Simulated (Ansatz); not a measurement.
The input, for Ansatz 0.2.0:

```yaml
crystal:
  periodic: [false, false, false]
  atoms:
    - {symbol: C, position_ang: [0.000000, 0.000000, 0.044733]}
    - {symbol: C, position_ang: [0.000000, 0.000000, -1.155483]}
    - {symbol: H, position_ang: [0.000000, 0.000000, 1.110750]}
basis:
  gaussian: {orbitals: cc-pVDZ}
magnetization: {spin_polarized: false, initial_magnetization: 1}
correlation: {method: fic_mrcisd_q, electrons: outside_noble_gas, active_space: {window: {electrons: 9, orbitals: 9}, shells: [{species: C, l: s, shell: 2}, {species: C, l: p, shell: 2}, {species: H, l: s, shell: 1}]}}
```

```sh
$ ansatz run in.yaml --threads 1 --pin off --events-out ev --progress --plain --max-ram 5120MiB --backend cpu
```

The program prints:

```
570 factors; integrals over basis functions are off by at most 1.3e-7 eV
mean field evaluation 1: about -2070.3792 eV, gradient 1.6e1 eV
mean field evaluation 2: about -2070.3837 eV, gradient 1.6e1 eV
mean field evaluation 4: about -2071.8681 eV, gradient 3.2e0 eV
mean field evaluation 8: about -2071.9191 eV, gradient 1.8e-4 eV
mean field evaluation 16: about -2071.7154 eV, gradient 9.8e-6 eV
mean field -2071.91911721 eV, -76.1416231603 hartree, gradient 2.7e-6 eV, S^2 0.750000; 6 other end points of the search recorded, 0 dependent functions left out
reference -2071.91911721 eV, -76.1416231603 hartree; 7, 6 occupied and 26, 27 virtual orbitals, 570 factors
state -2075.66578741 eV, -76.2793107507 hartree
contracted CI cycle   1: correlation 0.00000000 eV, 0.0000000000 hartree, residual 1.58e1 eV
contracted CI cycle   2: correlation -3.05530336 eV, -0.1122803275 hartree, residual 2.86e0 eV
contracted CI cycle   3: correlation -3.14750788 eV, -0.1156687811 hartree, residual 5.26e-1 eV
contracted CI cycle   4: correlation -3.15100663 eV, -0.1157973579 hartree, residual 1.19e-1 eV
contracted CI cycle   5: correlation -3.15117743 eV, -0.1158036347 hartree, residual 2.64e-2 eV
contracted CI cycle   6: correlation -3.15118529 eV, -0.1158039236 hartree, residual 5.59e-3 eV
contracted CI cycle   7: correlation -3.15118564 eV, -0.1158039361 hartree, residual 1.20e-3 eV
state -2075.66578741 eV, -76.2793107507 hartree; corrected -2078.95697412 eV, -76.4002596311 hartree
Total energy: -2078.95697412 eV, -76.4002596311 hartree
Checks for a lower state left out: starts, orbital_swaps
```

Natural occupations: 1.9817 1.9775 1.9215 1.9215 1.0033 0.0792 0.0792 0.0238 0.0125.

For the same geometry and basis UCCSDTQ lies 8.0 meV lower.

Ran on 1 thread of AMD EPYC 7R13, shared host: 6.5 s wall, 0.37 GiB peak host memory.
